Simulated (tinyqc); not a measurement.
Inside a calculation (part 1 of 2). Method: G0W0 on RHF in the sto-3g basis, for H2O, spin multiplicity 1. Computed by tinyqc, a small Python program that keeps every step (integrals from PySCF). Settings: charge = 0, multiplicity = 1, basis = sto-3g, method = RHF, energy threshold = 1e-10, iteration cap = 51, orthogonalisation = symmetric, start = Wolfsberg-Helmholz matrix, DIIS depth = 6. Command: `OMP_NUM_THREADS=1 python tinyqc.py 22927 22928 out.jsonl` (the two numbers bound the seeds that draw the settings). One thread of a shared host (Intel(R) Xeon(R) Processor @ 2.60GHz), about 0.09 s of CPU time with the checks. The early iterations of the SCF are left out here.

## One-electron integrals

Geometry (angstrom):
```
atom       x        y       z
O     0.0000   0.0000  0.0000
H     0.0000   0.8460  0.7300
H     0.0000  -0.8580  0.7410
```

Basis sto-3g: exponents (1/bohr^2) and contraction coefficients of normalised primitives:
```
element  l (shell)  exponent  coefficient
O            s (1)  130.7093       0.1543
O            s (1)   23.8089       0.5353
O            s (1)    6.4436       0.4446
O            s (2)    5.0332      -0.1000
O            s (2)    1.1696       0.3995
O            s (2)    0.3804       0.7001
O            p (3)    5.0332       0.1559
O            p (3)    1.1696       0.6077
O            p (3)    0.3804       0.3920
H            s (1)    3.4253       0.1543
H            s (1)    0.6239       0.5353
H            s (1)    0.1689       0.4446
```

Overlap, kinetic and nuclear-attraction integrals over the contracted functions; the nuclear repulsion is the sum of Za Zb / Rab.

nuclear repulsion = 7.833330 hartree

overlap S, lower triangle:
```
         1O 1s   1O 2s  1O 2px   1O 2py  1O 2pz   2H 1s   3H 1s
1O 1s   1.0000
1O 2s   0.2367  1.0000
1O 2px  0.0000  0.0000  1.0000
1O 2py  0.0000  0.0000  0.0000   1.0000
1O 2pz  0.0000  0.0000  0.0000   0.0000  1.0000
2H 1s   0.0368  0.3761  0.0000   0.2529  0.2182  1.0000
3H 1s   0.0355  0.3668  0.0000  -0.2480  0.2142  0.1901  1.0000
```

kinetic energy T (hartree), lower triangle:
```
          1O 1s   1O 2s  1O 2px   1O 2py  1O 2pz    2H 1s   3H 1s
1O 1s   29.0032
1O 2s   -0.1680  0.8081
1O 2px   0.0000  0.0000  2.5287
1O 2py   0.0000  0.0000  0.0000   2.5287
1O 2pz   0.0000  0.0000  0.0000   0.0000  2.5287
2H 1s   -0.0087  0.0648  0.0000   0.1336  0.1153   0.7600
3H 1s   -0.0088  0.0597  0.0000  -0.1266  0.1094  -0.0028  0.7600
```

nuclear attraction V (hartree), lower triangle:
```
           1O 1s    1O 2s   1O 2px   1O 2py   1O 2pz    2H 1s    3H 1s
1O 1s   -61.5588
1O 2s    -7.4057  -9.9882
1O 2px    0.0000   0.0000  -9.8584
1O 2py   -0.0002  -0.0028   0.0000  -9.9557
1O 2pz   -0.0147  -0.1801   0.0000  -0.0015  -9.9309
2H 1s    -1.1805  -2.8832   0.0000  -1.7034  -1.5202  -5.2519
3H 1s    -1.1353  -2.7990   0.0000   1.6597  -1.4833  -1.0880  -5.2031
```

core Hamiltonian H = T + V (hartree), lower triangle:
```
           1O 1s    1O 2s   1O 2px   1O 2py   1O 2pz    2H 1s    3H 1s
1O 1s   -32.5556
1O 2s    -7.5737  -9.1800
1O 2px    0.0000   0.0000  -7.3296
1O 2py   -0.0002  -0.0028   0.0000  -7.4269
1O 2pz   -0.0147  -0.1801   0.0000  -0.0015  -7.4021
2H 1s    -1.1891  -2.8184   0.0000  -1.5698  -1.4049  -4.4919
3H 1s    -1.1441  -2.7394   0.0000   1.5331  -1.3739  -1.0908  -4.4431
```

## Two-electron integrals

Functions are numbered as in S; the eight-fold symmetry (ij|kl) = (ji|kl) = (kl|ij) leaves the list below.

Two-electron integrals (ij|kl) in chemists' order, unique and non-zero (hartree):
```
(11|11) 4.7851      (21|11) 0.7414      (21|21) 0.1369      (22|11) 1.1189
(22|21) 0.2566      (22|22) 0.8172      (31|31) 0.0245      (32|31) 0.0378
(32|32) 0.1805      (33|11) 1.1158      (33|21) 0.2567      (33|22) 0.8170
(33|33) 0.8802      (41|41) 0.0245      (42|41) 0.0378      (42|42) 0.1805
(43|43) 0.0474      (44|11) 1.1158      (44|21) 0.2567      (44|22) 0.8170
(44|33) 0.7853      (44|44) 0.8802      (51|51) 0.0245      (52|51) 0.0378
(52|52) 0.1805      (53|53) 0.0474      (54|54) 0.0474      (55|11) 1.1158
(55|21) 0.2567      (55|22) 0.8170      (55|33) 0.7853      (55|44) 0.7853
(55|55) 0.8802      (61|11) 0.1168      (61|21) 0.0214      (61|22) 0.0399
(61|33) 0.0398      (61|41) 0.0007      (61|42) 0.0014      (61|44) 0.0400
(61|51) 0.0006      (61|52) 0.0012      (61|54) 1.19e-04    (61|55) 0.0399
(61|61) 0.0034      (62|11) 0.3035      (62|21) 0.0706      (62|22) 0.2512
(62|33) 0.2468      (62|41) 0.0040      (62|42) 0.0316      (62|44) 0.2542
(62|51) 0.0035      (62|52) 0.0272      (62|54) 0.0064      (62|55) 0.2523
(62|61) 0.0113      (62|62) 0.0981      (63|31) 0.0071      (63|32) 0.0425
(63|43) 0.0064      (63|53) 0.0056      (63|63) 0.0135      (64|11) 0.1717
(64|21) 0.0404      (64|22) 0.1536      (64|33) 0.1468      (64|41) 0.0092
(64|42) 0.0606      (64|44) 0.1639      (64|51) 0.0017      (64|52) 0.0156
(64|54) 0.0093      (64|55) 0.1500      (64|61) 0.0067      (64|62) 0.0729
(64|64) 0.0671      (65|11) 0.1482      (65|21) 0.0349      (65|22) 0.1326
(65|33) 0.1266      (65|41) 0.0017      (65|42) 0.0156      (65|44) 0.1304
(65|51) 0.0086      (65|52) 0.0560      (65|54) 0.0096      (65|55) 0.1405
(65|61) 0.0058      (65|62) 0.0629      (65|64) 0.0462      (65|65) 0.0534
(66|11) 0.4641      (66|21) 0.1096      (66|22) 0.4491      (66|33) 0.4315
(66|41) 0.0076      (66|42) 0.0839      (66|44) 0.4614      (66|51) 0.0066
(66|52) 0.0724      (66|54) 0.0258      (66|55) 0.4538      (66|61) 0.0176
(66|62) 0.2276      (66|64) 0.1931      (66|65) 0.1666      (66|66) 0.7746
(71|11) 0.1123      (71|21) 0.0206      (71|22) 0.0384      (71|33) 0.0383
(71|41) -0.0007     (71|42) -0.0013     (71|44) 0.0385      (71|51) 0.0006
(71|52) 0.0012      (71|54) -1.15e-04   (71|55) 0.0384      (71|61) 0.0032
(71|62) 0.0105      (71|64) 0.0058      (71|65) 0.0054      (71|66) 0.0163
(71|71) 0.0031      (72|11) 0.2946      (72|21) 0.0685      (72|22) 0.2442
(72|33) 0.2399      (72|41) -0.0039     (72|42) -0.0307     (72|44) 0.2471
(72|51) 0.0034      (72|52) 0.0266      (72|54) -0.0063     (72|55) 0.2453
(72|61) 0.0106      (72|62) 0.0770      (72|64) 0.0396      (72|65) 0.0481
(72|66) 0.1455      (72|71) 0.0105      (72|72) 0.0931      (73|31) 0.0069
(73|32) 0.0411      (73|43) -0.0063     (73|53) 0.0054      (73|63) 0.0102
(73|73) 0.0127      (74|11) -0.1674     (74|21) -0.0394     (74|22) -0.1500
(74|33) -0.1433     (74|41) 0.0089      (74|42) 0.0589      (74|44) -0.1600
(74|51) -0.0017     (74|52) -0.0153     (74|54) 0.0090      (74|55) -0.1464
(74|61) -0.0058     (74|62) -0.0399     (74|64) -0.0108     (74|65) -0.0244
(74|66) -0.0683     (74|71) -0.0063     (74|72) -0.0695     (74|74) 0.0640
(75|11) 0.1446      (75|21) 0.0340      (75|22) 0.1295      (75|33) 0.1238
(75|41) -0.0017     (75|42) -0.0153     (75|44) 0.1274      (75|51) 0.0084
(75|52) 0.0544      (75|54) -0.0094     (75|55) 0.1373      (75|61) 0.0055
(75|62) 0.0482      (75|64) 0.0243      (75|65) 0.0399      (75|66) 0.0996
(75|71) 0.0054      (75|72) 0.0600      (75|74) -0.0443     (75|75) 0.0510
(76|11) 0.1070      (76|21) 0.0251      (76|22) 0.0981      (76|33) 0.0956
(76|41) -5.36e-06   (76|42) -7.10e-05   (76|44) 0.0974      (76|51) 0.0019
(76|52) 0.0179      (76|54) -1.97e-05   (76|55) 0.1011      (76|61) 0.0040
(76|62) 0.0388      (76|64) 0.0250      (76|65) 0.0280      (76|66) 0.0963
(76|71) 0.0038      (76|72) 0.0379      (76|74) -0.0246     (76|75) 0.0275
(76|76) 0.0197      (77|11) 0.4580      (77|21) 0.1082      (77|22) 0.4440
(77|33) 0.4268      (77|41) -0.0074     (77|42) -0.0825     (77|44) 0.4561
(77|51) 0.0064      (77|52) 0.0713      (77|54) -0.0253     (77|55) 0.4487
(77|61) 0.0168      (77|62) 0.1480      (77|64) 0.0691      (77|65) 0.1009
(77|66) 0.3075      (77|71) 0.0167      (77|72) 0.2205      (77|74) -0.1879
(77|75) 0.1623      (77|76) 0.0963      (77|77) 0.7746
```

## Orthogonalisation

S = U s U^T; symmetric (Loewdin) form X = U s^(-1/2) U^T, so that X^T S X = 1.

eigenvalues of S: 0.4497  0.5385  0.8817  1.0000  1.1072  1.2716  1.7513

X, lower triangle:
```
          1O 1s    1O 2s  1O 2px   1O 2py   1O 2pz    2H 1s   3H 1s
1O 1s    1.0235
1O 2s   -0.1357   1.1449
1O 2px   0.0000   0.0000  1.0000
1O 2py  -0.0002   0.0024  0.0000   1.0632
1O 2pz  -0.0074   0.0700  0.0000   0.0012   1.0398
2H 1s    0.0185  -0.2137  0.0000  -0.1647  -0.1215   1.1233
3H 1s    0.0180  -0.2056  0.0000   0.1606  -0.1178  -0.0666  1.1169
```

## Starting guess

The start is the generalised Wolfsberg-Helmholz matrix (K = 1.75) built on H; D = 2 C_occ C_occ^T.

D at the start, lower triangle:
```
          1O 1s    1O 2s  1O 2px   1O 2py  1O 2pz   2H 1s   3H 1s
1O 1s    2.0706
1O 2s   -0.2961   1.3278
1O 2px   0.0000   0.0000  2.0000
1O 2py   0.0026  -0.0102  0.0000   1.5658
1O 2pz   0.0989  -0.3635  0.0000  -0.0041  1.8370
2H 1s   -0.1311   0.3556  0.0000   0.3240  0.1295  0.1949
3H 1s   -0.1269   0.3454  0.0000  -0.3252  0.1260  0.0554  0.1853
```

## Iteration 8 (converged): orbitals

converged F (hartree), lower triangle:
```
           1O 1s    1O 2s   1O 2px   1O 2py   1O 2pz    2H 1s    3H 1s
1O 1s   -20.2649
1O 2s    -5.1652  -2.4103
1O 2px    0.0000   0.0000  -0.3913
1O 2py   -0.0003  -0.0028   0.0000  -0.2233
1O 2pz   -0.0248  -0.0705   0.0000  -0.0035  -0.2653
2H 1s    -0.8194  -0.7789   0.0000  -0.3432  -0.3351  -0.4062
3H 1s    -0.7886  -0.7578   0.0000   0.3378  -0.3307  -0.2535  -0.3918
```

Diagonalise F' = X^T F X, C = X C', fill 5 alpha and 5 beta electrons from the bottom; D = 2 C_occ C_occ^T. Each column has its largest component positive (the first on a tie).

F' = X^T F X (hartree), lower triangle:
```
          1        2        3        4        5        6        7
1  -19.8912
2   -2.6823  -1.3312
3    0.0000   0.0000  -0.3913
4   -0.0006   0.0019   0.0000  -0.0246
5   -0.0534   0.1018   0.0000  -0.0006  -0.1344
6   -0.0888  -0.3904   0.0000  -0.3838  -0.3082  -0.0255
7   -0.0817  -0.3778   0.0000   0.3781  -0.3026  -0.0732  -0.0283
```

orbital energies (hartree): MO1 -20.2731, MO2 -1.2062, MO3 -0.5291, MO4 -0.4450, MO5 -0.3913, MO6 0.4668, MO7 0.5513

coefficients C:
```
            MO1      MO2      MO3      MO4     MO5      MO6      MO7
1O 1s    0.9945  -0.2402   0.0037   0.0938  0.0000  -0.1055  -0.0094
1O 2s    0.0237   0.8940  -0.0195  -0.4773  0.0000   0.6250   0.0589
1O 2px   0.0000   0.0000   0.0000   0.0000  1.0000   0.0000   0.0000
1O 2py   0.0001   0.0029   0.6187  -0.0147  0.0000  -0.0679   0.8920
1O 2pz   0.0031   0.0821   0.0180   0.7268  0.0000   0.7587   0.0613
2H 1s   -0.0044   0.1426   0.4611   0.3300  0.0000  -0.6359  -0.7796
3H 1s   -0.0043   0.1376  -0.4482   0.3543  0.0000  -0.7402   0.6640
```

D after iteration 8, lower triangle:
```
          1O 1s    1O 2s  1O 2px   1O 2py  1O 2pz    2H 1s   3H 1s
1O 1s    2.1110
1O 2s   -0.4720   2.0561
1O 2px   0.0000   0.0000  2.0000
1O 2py   0.0006  -0.0048  0.0000   0.7660
1O 2pz   0.1031  -0.5475  0.0000   0.0013  1.0707
2H 1s   -0.0120  -0.0783  0.0000   0.5617  0.5197   0.6838
3H 1s   -0.0115  -0.0749  0.0000  -0.5642  0.5214  -0.1402  0.6906
```

## Convergence

Stop when the energy changes by less than 1e-10 hartree and every element of the error matrix X^T (F D S - S D F) X is below 3e-06.

Course of the cycle:
```
iteration  E (hartree)     change  largest element of the error matrix
1           -74.452679          -                             4.84e-01
2           -74.913507  -4.61e-01                             1.26e-01
3           -74.931692  -1.82e-02                             3.65e-02
4           -74.933591  -1.90e-03                             6.93e-03
5           -74.933691  -9.99e-05                             2.14e-03
6           -74.933707  -1.64e-05                             3.31e-05
7           -74.933707  -2.34e-09                             2.52e-06
8           -74.933707  -1.12e-11                             2.36e-07
```

PySCF RHF in the same basis = -74.933707 hartree

Converged in 8 iterations.

## Populations, bond orders and dipole

Mulliken: Z minus the diagonal of D S on the atom; Loewdin: the same with S^(1/2) D S^(1/2); Mayer order: 2 sum_s sum (D(s) S)_ij (D(s) S)_ji over the two atoms.

Charges (e):
```
atom  Mulliken  Loewdin
1O     -0.2296  -0.1682
2H      0.1173   0.0856
3H      0.1123   0.0826
```

Mayer bond orders:
```
pair   order
2-1   0.9818
3-1   0.9829
3-2   0.0045
```

dipole moment about the origin, x y z (debye): 0.0000  0.0127  1.5227

## Integrals over molecular orbitals

(pq|rs) = sum C_ip C_jq C_kr C_ls (ij|kl), one index at a time.

one-electron integrals over orbitals h = C^T H C (hartree), lower triangle:
```
          1        2        3        4        5        6        7
1  -32.5392
2    0.5694  -7.5565
3   -0.0085   0.0154  -5.9890
4   -0.2101   0.5386  -0.0287  -6.5080
5    0.0000   0.0000   0.0000   0.0000  -7.3296
6    0.2414  -1.1812   0.1174  -1.3593   0.0000  -5.3365
7    0.0214  -0.1066  -1.7574  -0.0559   0.0000   0.0085  -5.4623
```

Two-electron integrals over orbitals (pq|rs), unique and non-zero (hartree):
```
(11|11) 4.7470      (21|11) -0.4301     (21|21) 0.0616      (22|11) 1.0224
(22|21) -0.0154     (22|22) 0.7252      (31|11) 0.0067      (31|21) -0.0009
(31|22) 0.0006      (31|31) 0.0109      (32|11) -0.0048     (32|21) 3.61e-04
(32|22) 0.0007      (32|31) 0.0170      (32|32) 0.1288      (33|11) 0.7648
(33|21) -0.0048     (33|22) 0.6155      (33|31) -1.35e-04   (33|32) 2.68e-04
(33|33) 0.5924      (41|11) 0.1664      (41|21) -0.0221     (41|22) 0.0123
(41|31) 4.80e-04    (41|32) 4.53e-05    (41|33) 0.0056      (41|41) 0.0236
(42|11) -0.1517     (42|21) 0.0081      (42|22) -0.0266     (42|31) 1.95e-05
(42|32) 0.0008      (42|33) 0.0031      (42|41) 0.0177      (42|42) 0.1295
(43|11) 0.0067      (43|21) -2.33e-04   (43|22) 0.0028      (43|31) -0.0027
(43|32) 0.0269      (43|33) 0.0025      (43|41) -3.67e-04   (43|42) -0.0036
(43|43) 0.0574      (44|11) 0.9180      (44|21) -0.0109     (44|22) 0.6545
(44|31) -2.74e-05   (44|32) -0.0040     (44|33) 0.5632      (44|41) -0.0081
(44|42) -0.0898     (44|43) 0.0017      (44|44) 0.6865      (51|51) 0.0260
(52|51) 0.0333      (52|52) 0.1510      (53|51) -4.87e-04   (53|52) -0.0018
(53|53) 0.0266      (54|51) -0.0120     (54|52) -0.0446     (54|53) 0.0009
(54|54) 0.0475      (55|11) 1.1154      (55|21) -0.0122     (55|22) 0.7555
(55|31) 1.87e-04    (55|32) -0.0025     (55|33) 0.6021      (55|41) 0.0047
(55|42) -0.0824     (55|43) 0.0038      (55|44) 0.6816      (55|55) 0.8802
(61|11) -0.1888     (61|21) 0.0289      (61|22) -0.0017     (61|31) -0.0012
(61|32) -0.0011     (61|33) 0.0008      (61|41) 0.0034      (61|42) 0.0210
(61|43) -2.54e-04   (61|44) -0.0154     (61|55) -0.0051     (61|61) 0.0256
(62|11) 0.2588      (62|21) -0.0058     (62|22) 0.1295      (62|31) -0.0007
(62|32) -0.0043     (62|33) 0.0673      (62|41) 0.0184      (62|42) 0.0336
(62|43) 0.0020      (62|44) 0.0572      (62|55) 0.1375      (62|61) 0.0112
(62|62) 0.0948      (63|11) -0.0243     (63|21) 4.87e-04    (63|22) -0.0117
(63|31) 0.0028      (63|32) -0.0325     (63|33) -0.0080     (63|41) -1.58e-04
(63|42) 0.0053      (63|43) -0.0373     (63|44) -0.0061     (63|55) -0.0137
(63|61) 4.72e-05    (63|62) -0.0064     (63|63) 0.0716      (64|11) 0.2789
(64|21) -0.0038     (64|22) 0.1313      (64|31) 0.0006      (64|32) 0.0047
(64|33) 0.0513      (64|41) 3.81e-04    (64|42) -0.0555     (64|43) 0.0052
(64|44) 0.1320      (64|55) 0.1553      (64|61) -0.0027     (64|62) 0.0571
(64|63) -0.0125     (64|64) 0.1047      (65|51) 0.0125      (65|52) 0.0493
(65|53) -0.0020     (65|54) 0.0065      (65|65) 0.0341      (66|11) 0.7910
(66|21) -0.0076     (66|22) 0.5970      (66|31) -0.0006     (66|32) -0.0115
(66|33) 0.5495      (66|41) 0.0173      (66|42) 0.0444      (66|43) -0.0095
(66|44) 0.5475      (66|55) 0.5820      (66|61) 0.0091      (66|62) 0.0934
(66|63) 0.0064      (66|64) 0.0551      (66|66) 0.5865      (71|11) -0.0168
(71|21) 0.0026      (71|22) 3.70e-05    (71|31) 0.0142      (71|32) 0.0213
(71|33) -3.55e-04   (71|41) -1.65e-04   (71|42) 0.0012      (71|43) -0.0036
(71|44) -0.0011     (71|55) -4.47e-04   (71|61) 0.0007      (71|62) -0.0006
(71|63) 0.0032      (71|64) 0.0005      (71|66) -0.0008     (71|71) 0.0187
(72|11) 0.0238      (72|21) -4.92e-04   (72|22) 0.0119      (72|31) 0.0149
(72|32) 0.0547      (72|33) 0.0038      (72|41) 0.0011      (72|42) 3.69e-04
(72|43) -0.0313     (72|44) 0.0072      (72|55) 0.0124      (72|61) -0.0007
(72|62) 0.0026      (72|63) 0.0293      (72|64) 0.0058      (72|66) 0.0084
(72|71) 0.0186      (72|72) 0.0682      (73|11) 0.3696      (73|21) -0.0070
(73|22) 0.1644      (73|31) -1.94e-05   (73|32) -0.0070     (73|33) 0.0889
(73|41) -2.86e-04   (73|42) -0.0803     (73|43) -0.0007     (73|44) 0.1358
(73|55) 0.2028      (73|61) -0.0057     (73|62) 0.0656      (73|63) -0.0043
(73|64) 0.1055      (73|66) 0.0476      (73|71) -0.0006     (73|72) 0.0079
(73|73) 0.1625      (74|11) 0.0116      (74|21) -1.47e-04   (74|22) 0.0046
(74|31) -0.0083     (74|32) -0.0728     (74|33) 0.0016      (74|41) 2.77e-04
(74|42) -4.74e-04   (74|43) -0.0160     (74|44) 0.0072      (74|55) 0.0062
(74|61) 0.0008      (74|62) 0.0045      (74|63) 0.0539      (74|64) -0.0020
(74|66) 0.0124      (74|71) -0.0108     (74|72) -0.0160     (74|73) 0.0099
(74|74) 0.0727      (75|51) 0.0011      (75|52) 0.0044      (75|53) 0.0237
(75|54) -2.38e-04   (75|65) 0.0008      (75|75) 0.0246      (76|11) -0.0012
(76|21) 7.07e-05    (76|22) 0.0013      (76|31) 0.0072      (76|32) 0.0814
(76|33) 1.75e-04    (76|41) 0.0010      (76|42) 0.0033      (76|43) 0.0625
(76|44) -0.0047     (76|55) -0.0008     (76|61) 2.73e-04    (76|62) 0.0028
(76|63) -0.0613     (76|64) 0.0070      (76|66) -0.0136     (76|71) 0.0092
(76|72) -0.0053     (76|73) -0.0093     (76|74) -0.0604     (76|76) 0.1076
(77|11) 0.8244      (77|21) -0.0086     (77|22) 0.6037      (77|31) 0.0014
(77|32) 0.0131      (77|33) 0.5794      (77|41) 0.0039      (77|42) -0.0162
(77|43) 0.0104      (77|44) 0.5704      (77|55) 0.6023      (77|61) -0.0032
(77|62) 0.0589      (77|63) -0.0163     (77|64) 0.0513      (77|66) 0.5472
(77|71) 0.0013      (77|72) 0.0048      (77|73) 0.0888      (77|74) -0.0084
(77|76) 0.0144      (77|77) 0.5919
```

## Screening: direct RPA

With D = e_a - e_i and K = (ia|jb): diagonalise D^(1/2) (D + 4K) D^(1/2) = Z w^2 Z^T; X + Y = D^(1/2) Z w^(-1/2), each column of Z with its largest component positive (the first on a tie); E_c = (sum w - tr (D + 2K)) / 2.

D^(1/2) (D + 4K) D^(1/2) (hartree^2), lower triangle:
```
          1>6       1>7      2>6      2>7      3>6     3>7      4>6     4>7
1>6  432.2713
1>7    0.0591  435.2157
2>6    0.2648   -0.0152   3.4334
2>7   -0.0159    0.4503   0.0175   3.5681
3>6    0.0009    0.0575  -0.0329   0.1550   1.2770
3>7   -0.1077   -0.0109   0.3529   0.0438  -0.0178  1.8694
4>6   -0.0474    0.0093   0.2820   0.0293  -0.0475  0.4189   1.2131
4>7    0.0151   -0.1973   0.0233  -0.0845   0.2147  0.0410  -0.0075  1.2821
5>6    0.0000    0.0000   0.0000   0.0000   0.0000  0.0000   0.0000  0.0000
5>7    0.0000    0.0000   0.0000   0.0000   0.0000  0.0000   0.0000  0.0000

        5>6     5>7
5>6  0.8533
5>7  0.0030  0.9814
```

excitation energies w (hartree): 0.9237  0.9907  1.0001  1.0254  1.2234  1.3944  1.8831  1.8983  20.7911  20.8619

X + Y:
```
           1       2        3        4        5        6        7        8
1>6   0.0000  0.0000   0.0001  -0.0001  -0.0001   0.0017  -0.0014  -0.0009
1>7   0.0000  0.0000  -0.0003   0.0015   0.0011   0.0002   0.0023  -0.0027
2>6   0.0000  0.0000  -0.0542  -0.0187   0.0094  -0.3094   0.7107   0.5551
2>7   0.0000  0.0000  -0.0187   0.0876  -0.0271  -0.0256  -0.5991   0.7513
3>6   0.0000  0.0000   0.1620  -0.6869   0.6266  -0.0273  -0.0395   0.0280
3>7   0.0000  0.0000  -0.4249  -0.1070   0.0338   0.7692   0.1308   0.1247
4>6   0.0000  0.0000   0.8556   0.1048  -0.0662   0.3173   0.0803   0.0745
4>7   0.0000  0.0000  -0.0410   0.6873   0.6444   0.0271   0.0207  -0.0118
5>6   0.9636  0.0215   0.0000   0.0000   0.0000   0.0000   0.0000   0.0000
5>7  -0.0234  0.9752   0.0000   0.0000   0.0000   0.0000   0.0000   0.0000

           9       10
1>6   0.9986   0.0200
1>7  -0.0201   0.9989
2>6   0.0002   0.0000
2>7   0.0000   0.0003
3>6   0.0000   0.0000
3>7  -0.0001   0.0000
4>6   0.0000   0.0000
4>7   0.0000  -0.0001
5>6   0.0000   0.0000
5>7   0.0000   0.0000
```

RPA correlation energy = -0.071372 hartree
